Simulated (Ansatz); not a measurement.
Cartesian coordinates in Å:
```
C -1.631 0.564 0.686
C -0.438 0.126 0.281
C 0.503 -0.550 1.232
C 0.027 0.275 -1.101
C 1.206 -0.143 -1.557
Cl -1.047 1.057 -2.222
H -1.941 0.436 1.716
H -2.321 1.053 0.011
H 1.447 -0.006 1.312
H 0.737 -1.567 0.904
H 0.058 -0.608 2.225
H 1.907 -0.634 -0.896
H 1.493 -0.003 -2.590
```

Charge 0, multiplicity 1.

Question: List the PBE/def2-TZVPP orbital energies in eV (Ansatz 0.2.0). (An estimate is asked.)

Answer: The calculation gave: Occupied: -2739.06, -270.74, -269.66, -269.09, -269.06, -268.91, -249.60, -190.37, -190.10, -190.08, -22.07, -20.01, -18.40, -17.14, -15.09, -12.74, -12.11, -11.56, -10.58, -9.97, -9.92, -9.33, -9.06, -8.62, -7.33, -6.88, -5.97. Lowest empty: -2.07, -0.02, 0.55, 0.61, 1.54, 1.98, 2.28, 2.50.
